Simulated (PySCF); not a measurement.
# Spin–spin coupling constants

Geometry (Å), atoms numbered from 1 in this order:
```xyz
4

O    -0.336    1.058    0.787
C    -0.053    0.026    0.317
F     0.964   -0.724    0.658
F    -0.697   -0.585   -0.645
```

Indirect spin–spin couplings were computed at B97-2/pcJ-2 (PySCF) on a PBE0-D3(BJ)/def2-TZVP structure, for the isolated molecule, without vibrational or relativistic corrections. Couplings are averaged over pairs made equivalent by symmetry, fast rotation or ring inversion, so a value needn't be that of the named pair in this geometry, while other rotamers aren't included; one pair stands for each set, and the list holds those of at least 1.5 Hz over up to four bonds. One-bond C–F couplings come out tens of Hz too large with common functionals.

Isotopes: ¹³C, ¹⁹F, ¹⁷O. Couplings to quadrupolar nuclei such as 17O and 33S are rarely resolved in practice.

```tsv
pair	bonds	J (Hz)
O1, C2	1	21.4
C2, F3	1	?
O1, F3	2	54.8
F3, F4	2	?
```

Estimate the withheld couplings, with signs.

## Answers


- ¹J(C2,F3) = -391.2 Hz (bond length 1.309 Å)
- ²J(F3,F4) = -241.6 Hz (angle at C2 108°)
